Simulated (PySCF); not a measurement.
All values below come from B3LYP-D3(BJ)/def2-TZVP run with PySCF. Isolated molecules, 0 K electronic values unless said otherwise. B3LYP has the VWN-RPA correlation part, as in Gaussian. Excitations are Tamm–Dancoff values on a coarser integration grid. The basis has no diffuse functions, so Rydberg states are missing or too high.

Reference species (SMILES): `FB(F)[SiH3]` (neutral, multiplicity 1).

The T1 excitation (TDA) is 5.24 eV and the HOMO is -8.94 eV.

Changed species: `B(F)(F)F` (0 of 3 F replaced by SiH3; the reference has 1 of 3 F replaced by SiH3).

Q: Predict the effect on the T1 excitation (TDA) and HOMO.

A: the T1 excitation (TDA) rises by 4.99 eV, to 10.23 eV; the HOMO drops by 2.96 eV, to -11.90 eV.
